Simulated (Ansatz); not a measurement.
# ClH4NSi (built from SMILES N[SiH2]Cl): a reaction path by the nudged elastic band

Aim: the minimum-energy path between two given structures and its highest point. Both ends were relaxed at PBE0-D4 in triple zeta. A second band with other settings follows.

Program: Ansatz 0.2.0, Gaussian basis. Level of theory: PBE0-D4/def2-SVP. These are calculated values, not measurements.

16 further runs of the same task are left out: 16 set aside as unsound or not needed.

## Step 1: The system as given

The first end: 7 atoms, charge 0, spin multiplicity 1.

Atoms are counted from 1 here; the program's logs count them from 0.

Bond lengths: Si1–Cl2 2.072 Å, Si1–N3 1.701 Å, Si1–H5 1.478 Å, Si1–H6 1.478 Å, N3–H4 1.007 Å, N3–H7 1.007 Å. Angles: Cl2–Si1–N3 115.3°, Cl2–Si1–H5 105.8°, Cl2–Si1–H6 105.8°, N3–Si1–H5 108.4°, N3–Si1–H6 108.4°, H5–Si1–H6 113.3°, Si1–N3–H4 120.4°, Si1–N3–H7 120.4°, H4–N3–H7 111.2°.

Geometry (Å):

```
Si    0.16760   -0.08033    0.60509
Cl    2.03428   -0.95581    0.40405
N    -0.61984    0.29333   -0.85543
H    -1.01074   -0.43972   -1.42537
H     0.39123    1.17677    1.34968
H    -0.65812   -1.05905    1.34335
H    -0.30440    1.06491   -1.42126
```

The second end:

```mol
ClH4NSi
  3D, bonds by distance, orders not assigned

  7  5  0  0  0  0  0  0  0  0999 V2000
   -0.2609    0.6239    0.9480 Si  0  0
    1.0678   -2.2593   -1.3860 Cl  0  0
   -0.1945    0.3084   -0.6161 N   0  0
    0.4773   -1.0659   -1.0889 H   0  0
   -0.8358    1.8311    1.5901 H   0  0
    0.2998   -0.3694    1.8792 H   0  0
   -0.5537    0.9313   -1.3263 H   0  0
  1  3  8  0
  1  5  8  0
  1  6  8  0
  2  4  8  0
  3  7  8  0
M  END
```

## Step 2: The band at PBE0-D4/def2-SVP

neb/in.yaml reads:

```yaml
crystal:
  periodic: [false, false, false]
  atoms:
    - {symbol: Si, position_ang: [0.167602, -0.080332, 0.605088]}
    - {symbol: Cl, position_ang: [2.034279, -0.955806, 0.404049]}
    - {symbol: N, position_ang: [-0.619835, 0.293326, -0.855435]}
    - {symbol: H, position_ang: [-1.010743, -0.439718, -1.425371]}
    - {symbol: H, position_ang: [0.391226, 1.176771, 1.349676]}
    - {symbol: H, position_ang: [-0.658123, -1.059046, 1.343350]}
    - {symbol: H, position_ang: [-0.304405, 1.064906, -1.421257]}
basis:
  gaussian: {orbitals: def2-SVP}
hamiltonian: {xc: pbe0, dispersion: d4}
neb:
  images: 5
  climbing: true
  max_iterations: 40
  initial_path: idpp
  final_atoms:
    - {symbol: Si, position_ang: [-0.260928, 0.623929, 0.947981]}
    - {symbol: Cl, position_ang: [1.067819, -2.259257, -1.385993]}
    - {symbol: N, position_ang: [-0.194494, 0.308383, -0.616081]}
    - {symbol: H, position_ang: [0.477345, -1.065874, -1.088895]}
    - {symbol: H, position_ang: [-0.835803, 1.831067, 1.590149]}
    - {symbol: H, position_ang: [0.299782, -0.369424, 1.879226]}
    - {symbol: H, position_ang: [-0.553721, 0.931275, -1.326288]}
```

Run with:

```sh
$ ansatz run in.yaml --threads 2 --pin off --events-out ev --progress --plain --max-ram 4352MiB
```

The log of the run, shortened:

```text
Functional definition: PBE0
  name "PBE0"
  cite "Adamo & Barone, J. Chem. Phys. 110, 6158 (1999) doi:10.1063/1.478522"
  cite "Perdew, Burke & Ernzerhof, Phys. Rev. Lett. 77, 3865 (1996) doi:10.1103/PhysRevLett.77.3865"
  parent pbe
[...]
722 factors; integrals over basis functions are off by at most 2.6e-4 eV
[...]
mean field -21940.66673173 eV, -806.3046304729 hartree, gradient 8.4e-5 eV, S^2 0.000000; 0 other end points of the search recorded, 0 dependent functions left out
[...]
reference -21940.66675368 eV, -806.3046312795 hartree; 21, 21 occupied and 49, 49 virtual orbitals, 722 factors
[... from here to the last solve, the lines of the solves are left out (96 solves) ...]
WARN: NEB end point (image 0): max|allowed force component| = 2.802e-1 eV/Å (the criterion of neb.relax_end_points is 1.000e-2). That is over neb.f_tol: it is no minimum, so the barrier can be far off. Relax it first
WARN: NEB end point (image 6): max|allowed force component| = 3.562e-1 eV/Å (the criterion of neb.relax_end_points is 1.000e-2). That is over neb.f_tol: it is no minimum, so the barrier can be far off. Relax it first
NEB iter   1: max|band force component| = 3.683e0 eV/Å  barrier→ = 4.4522 eV  barrier← = 1.3815 eV  Δτ_max = 0.2000 Å  (180 SCF iters)
[...]
NEB iter   3: max|band force component| = 4.639e0 eV/Å  barrier→ = 3.2692 eV  barrier← = 0.1985 eV  Δτ_max = 0.0996 Å  (142 SCF iters)
[...]
NEB iter   5: max|band force component| = 7.475e-1 eV/Å  barrier→ = 3.1893 eV  barrier← = 0.1186 eV  Δτ_max = 0.0621 Å  (136 SCF iters)
[...]
NEB iter   7: max|band force component| = 2.366e-1 eV/Å  barrier→ = 3.2001 eV  barrier← = 0.1294 eV  CI = image 4  Δτ_max = 0.0450 Å  (133 SCF iters)
[...]
NEB iter   9: max|band force component| = 1.856e-1 eV/Å  barrier→ = 3.1988 eV  barrier← = 0.1281 eV  CI = image 4  Δτ_max = 0.0134 Å  (130 SCF iters)
NEB iter  10: max|band force component| = 1.015e-1 eV/Å  barrier→ = 3.1986 eV  barrier← = 0.1279 eV  CI = image 4  Δτ_max = 0.0133 Å  (120 SCF iters)
[...]
NEB iter  11: max|band force component| = 4.104e-2 eV/Å  barrier→ = 3.1986 eV  barrier← = 0.1279 eV  CI = image 4  CI's point: of a kind that is not told: the force calls were inconclusive, a negative curvature could not be distinguished from the path's own, the only one lies far off the [...]
Total energy: -21937.57617424 eV, -806.1910545800 hartree
Atom 0 at    -0.207801     0.399528     0.829071 Å, force     0.000087    -0.007334    -0.001856 eV/Å
Atom 1 at     0.641035    -2.217585    -0.782451 Å, force    -0.000117    -0.000390     0.000865 eV/Å
Atom 2 at    -0.072953     0.452328    -0.789992 Å, force    -0.002992     0.010434     0.018598 eV/Å
Atom 3 at     0.201728    -0.716259    -1.097859 Å, force     0.002269     0.000542    -0.005749 eV/Å
Atom 4 at    -0.098500     1.634750     1.648875 Å, force     0.000263     0.002595     0.000570 eV/Å
Atom 5 at    -0.569013    -0.832463     1.545141 Å, force    -0.000533     0.000379    -0.001787 eV/Å
Atom 6 at     0.105505     1.279802    -1.352686 Å, force     0.001022    -0.006226    -0.010640 eV/Å
Dipole moment:    -0.313925     1.284469     0.621748 e Å
```

It took 92 s on 2 threads of Arm Neoverse V2, shared host.

The last band:

| image | path (Å) | energy (eV) | Cl2–H4 (Å) | Si1–Cl2 (Å) | N3–H4 (Å) |
| --- | --- | --- | --- | --- | --- |
| 0 | 0.00 | 0.000 | 3.59 | 2.07 | 1.01 |
| 1 | 0.78 | 0.086 | 3.11 | 2.08 | 1.01 |
| 2 | 1.55 | 0.746 | 2.43 | 2.16 | 1.02 |
| 3 | 2.33 | 2.346 | 1.99 | 2.58 | 1.04 |
| 4 | 3.11 | 3.199 | 1.60 | 3.19 | 1.24 |
| 5 | 3.72 | 3.071 | 1.36 | 3.62 | 1.62 |
| 6 | 4.33 | 3.071 | 1.36 | 3.94 | 1.60 |

The highest image, 4:

```
Si   -0.2078    0.3995    0.8291
Cl    0.6410   -2.2176   -0.7825
N    -0.0730    0.4523   -0.7900
H     0.2017   -0.7163   -1.0979
H    -0.0985    1.6347    1.6489
H    -0.5690   -0.8325    1.5451
H     0.1055    1.2798   -1.3527
```

## Step 3: The band at r2SCAN-D4/def2-SVP, other settings

neb/in.yaml, as its differences from that of step 2:

```diff
@@ -12,7 +12,7 @@
   gaussian: {orbitals: def2-SVP}
-hamiltonian: {xc: pbe0, dispersion: d4}
+hamiltonian: {xc: r2scan, dispersion: d4}
 neb:
-  images: 5
-  climbing: true
-  max_iterations: 40
+  images: 7
+  climbing: false
+  max_iterations: 60
   initial_path: idpp
```

Run with:

```sh
$ ansatz run in.yaml --threads 2 --pin off --events-out ev --progress --plain --max-ram 4352MiB
```

The log of the run, shortened:

```text
Functional definition: r2SCAN
  name "r2SCAN"
  cite "Furness, Kaplan, Ning, Perdew & Sun, J. Phys. Chem. Lett. 11, 8208 (2020) doi:10.1021/acs.jpclett.0c02405"
  cite "Furness, Kaplan, Ning, Perdew & Sun, J. Phys. Chem. Lett. 11, 9248 (2020) doi:10.1021/acs.jpclett.0c03077"
  parent r2scan
[...]
795 factors; their error is unknown
[...]
mean field -21947.52854582 eV, -806.5567974896 hartree, gradient 2.6e-5 eV, S^2 0.000000; 0 other end points of the search recorded, 0 dependent functions left out
[...]
reference -21947.52855384 eV, -806.5567977846 hartree; 21, 21 occupied and 49, 49 virtual orbitals, 795 factors
[... from here to the last solve, the lines of the solves are left out (98 solves) ...]
WARN: NEB end point (image 0): max|allowed force component| = 3.841e-1 eV/Å (the criterion of neb.relax_end_points is 1.000e-2). That is over neb.f_tol: it is no minimum, so the barrier can be far off. Relax it first
[...]
WARN: NEB end point (image 8): max|allowed force component| = 5.683e-1 eV/Å (the criterion of neb.relax_end_points is 1.000e-2). That is over neb.f_tol: it is no minimum, so the barrier can be far off. Relax it first
[...]
NEB iter   9: max|band force component| = 1.853e-1 eV/Å  barrier→ = 3.0391 eV  barrier← = 0.0478 eV  Δτ_max = 0.0187 Å  (207 SCF iters)
NEB iter  10: max|band force component| = 6.412e-2 eV/Å  barrier→ = 3.0356 eV  barrier← = 0.0443 eV  Δτ_max = 0.0067 Å  (192 SCF iters)
[...]
NEB iter  11: max|band force component| = 2.739e-2 eV/Å  barrier→ = 3.0354 eV  barrier← = 0.0442 eV  Δτ_max = 0.0000 Å  (686 SCF iters)
Total energy: -21944.52261085 eV, -806.4463314169 hartree
Atom 0 at    -0.261716     0.510232     0.846813 Å, force    -0.019325     0.056468     0.013352 eV/Å
Atom 1 at     0.708098    -2.274789    -0.931702 Å, force    -0.028891    -0.026499    -0.089972 eV/Å
Atom 2 at    -0.137597     0.504924    -0.765263 Å, force     0.016422    -0.004154     0.018875 eV/Å
Atom 3 at     0.240748    -0.980515    -1.100883 Å, force     0.029350    -0.098256     0.008268 eV/Å
Atom 4 at     0.031817     1.650375     1.758340 Å, force    -0.050055     0.042061     0.017147 eV/Å
Atom 5 at    -0.746212    -0.718157     1.508246 Å, force     0.042239     0.015221     0.011186 eV/Å
Atom 6 at     0.164864     1.308030    -1.315452 Å, force     0.010260     0.015160     0.021143 eV/Å
Dipole moment:    -0.192600     0.936136     0.542673 e Å
```

Wall time 2.6 min (2 threads of Arm Neoverse V2, shared host).

The last band:

| image | path (Å) | energy (eV) | Cl2–H4 (Å) | Si1–Cl2 (Å) | N3–H4 (Å) |
| --- | --- | --- | --- | --- | --- |
| 0 | 0.00 | 0.000 | 3.59 | 2.07 | 1.01 |
| 1 | 0.56 | 0.036 | 3.29 | 2.09 | 1.02 |
| 2 | 1.11 | 0.231 | 2.78 | 2.10 | 1.02 |
| 3 | 1.67 | 0.918 | 2.34 | 2.21 | 1.02 |
| 4 | 2.22 | 2.136 | 2.02 | 2.59 | 1.04 |
| 5 | 2.78 | 3.005 | 1.76 | 3.07 | 1.15 |
| 6 | 3.33 | 3.035 | 1.39 | 3.44 | 1.57 |
| 7 | 3.89 | 2.983 | 1.36 | 3.69 | 1.63 |
| 8 | 4.44 | 2.991 | 1.36 | 3.94 | 1.60 |

The highest image, 6:

```
Si   -0.2617    0.5102    0.8468
Cl    0.7081   -2.2748   -0.9317
N    -0.1376    0.5049   -0.7653
H     0.2407   -0.9805   -1.1009
H     0.0318    1.6504    1.7583
H    -0.7462   -0.7182    1.5082
H     0.1649    1.3080   -1.3155
```

## Step 4: Results

```
                                                                       quantity                                           value
                                                PBE0-D4/def2-SVP, 11 iterations  highest 3.199 eV (image 4), last end +3.071 eV
                                              r2SCAN-D4/def2-SVP, 11 iterations  highest 3.035 eV (image 6), last end +2.991 eV
from earlier runs: barrier over the separately found saddle, CCSD(T)/def2-TZVPP                                        3.244 eV
```

The highest image lies 3.199 eV above the first end, and it climbed, so it estimates the saddle. The ends are not quite minima at this level (largest force component 0.36 eV/Å), so the heights are unreliable: relaxing the first end would lower it and raise the barrier above it. The highest image is 0.046 eV below the CCSD(T) barrier in triple zeta, which comes from separate runs on the saddle. The second band's highest image lies at 3.035 eV; the levels differ, and it didn't climb, so it lies under its saddle.
